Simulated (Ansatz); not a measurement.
Process, species as SMILES: C[Se]C([Se]C)C + 5 [H][H] (H2) → 4 C (CH4) + 2 [SeH2] (H2Se)

Quantity: energy of full hydrogenation (enthalpy at 298 K), in kcal/mol. Terms: 6-31G* and kin with 6d, 5d where marked; spin-orbit terms left out; LANL2DZ with its own core potentials from Na on; non-relativistic. First-principles rows: single points at B3LYP-D3(BJ) geometries (Ansatz, a quantum-chemistry and plane-wave program), with unscaled harmonic terms from B3LYP/6-31G* (LANL2DZ past Ar) (Ansatz) at its own minima.

```csv
level,program,energy of full hydrogenation (enthalpy at 298 K) (kcal/mol)
HF/STO-3G,Ansatz,-71.8
HF/3-21G,Ansatz,-67.3
HF/LANL2DZ,Ansatz,-95.3
HF/6-31G*,Ansatz,-98.6
HF/6-31G* with LANL2DZ past Ar,Ansatz,-82.9
```

No value to compare with is used here. The 5 habitual levels span -98.6 (HF/6-31G*) to -67.3 kcal/mol (HF/3-21G).

The sets are all those run for this method; left out are runs that failed, that the program found above a lower state of the same kind, or whose <S^2> lies over 0.5 above the pure value.
